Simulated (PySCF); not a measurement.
# Highest orbital energy against ionisation energy along the noble gases

Calculated with PySCF 2.14, no spin-orbit coupling. Each cell gives −ε(HOMO) / ΔSCF in eV; NIST values include spin-orbit coupling, (s) semi-empirical, (t) theoretical.

```
                           species              UHF              LDA              PBE             PBE0           r2SCAN  NIST (lowest levels)
He (aug-cc-pVDZ-DK, spin-free X2C)  24.956 / 23.438  15.494 / 24.284  15.724 / 24.443  18.193 / 24.430  16.515 / 24.599                24.587
Ne (aug-cc-pVDZ-DK, spin-free X2C)  23.194 / 19.829  13.541 / 22.251  13.347 / 21.731  16.016 / 21.550  14.022 / 21.611                21.565
Ar (aug-cc-pVDZ-DK, spin-free X2C)  16.097 / 14.664  10.380 / 16.031  10.274 / 15.762  11.979 / 15.784  10.743 / 15.866                15.760
Kr (aug-cc-pVDZ-DK, spin-free X2C)  14.273 / 13.180   9.399 / 14.404   9.261 / 14.115  10.763 / 14.169   9.686 / 14.259                14.000
```

Q: How far is −ε(HOMO) from ΔSCF on average for each method, and why?

A: UHF 1.85 eV; LDA -7.04 eV; PBE -6.86 eV; PBE0 -4.75 eV; r2SCAN -6.34 eV. Hartree-Fock orbital energies lack relaxation and so exceed the ΔSCF value; semilocal functionals have convex E(N) from self-interaction, so their HOMO lies far too high; exact exchange moves hybrids part of the way back.
